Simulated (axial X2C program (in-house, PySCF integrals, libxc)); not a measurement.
# Low determinants of NaP⁻ at the PBE0 level, spin-free

All values were computed with an in-house relativistic program for diatomic molecules. Spin-free means the one-electron spin-free X2C Hamiltonian. Basis: P dyall-av3z [9s8p3d2f], Na dyall-av3z [10s9p5d2f] (cores contracted in-house); Gaussian nuclei, density fitting, unrestricted open shells. Masses: P 30.974 u, Na 22.990 u.

Search at 2.620 Å (vertical energies from the lowest determinant):

```csv
ΔE (eV),state,electrons beyond evenly filled partner blocks,"electrons in σ, π, δ, φ"
0.00,"M_S = 3/2, Λ = 0","σα, π+α, π-α",17 10 0 0
0.03,"M_S = 1/2, Λ = 0","σβ, π+α, π-α",17 10 0 0
0.36,"M_S = 1/2, Λ = 1","π+α, π+β, π-α",16 11 0 0
0.54,"M_S = 3/2, Λ = 1","2 × σα, π+α, π+β, π-α",16 11 0 0
0.69,"M_S = 3/2, Λ = 1","2 × π+α, π-α",16 11 0 0
1.11,"M_S = 1/2, Λ = 0",σα,15 12 0 0
2.08,"M_S = 3/2, Λ = 2","π+α, π-α, δ+α",16 10 1 0
```

Lowest determinant, M_S = 3/2, Λ = 0 (beyond evenly filled blocks: σα, π+α, π-α): Re = 2.799 Å, ωe = 216.2 cm⁻¹.

The determinant in row 2 of the search, M_S = 1/2, Λ = 0 (beyond evenly filled blocks: σβ, π+α, π-α), was followed along the bond at PBE0; measured from the minimum of the lowest determinant it gives:

Te = 0.035 eV (280 cm⁻¹), Re = 2.791 Å, ωe = 220.6 cm⁻¹.

Q: Compare the bond of the determinant in row 2 with that of the lowest one.

A: At PBE0 its Re is 0.008 Å shorter and its force constant, which goes as ωe², is 1.04 times that of the lowest determinant. This determinant mixes spin states, so it has no term energy of its own.

The search compares states at one distance, so a state with another bond length can lie lower; it is not exhaustive and yields mostly the lowest determinant of each block pattern, so other components and higher states of one pattern are missing. These are energies of single determinants, not of spin-adapted states; PBE0 term energies can be off by some tenths of an eV, and the functional has no current term. The lowest determinant need not be the ground state where others lie within half an eV. For an anion, determinants above electron detachment are held by the basis set. The highest occupied level of some functionals is positive through self-interaction error; at Hartree–Fock it is bound. Row 2 is spin-contaminated (⟨S²⟩ = 1.76 against 0.75), so its values are not those of a pure state. Row 1 has a positive highest level at its minimum. Row 2 has a positive highest level at its minimum.
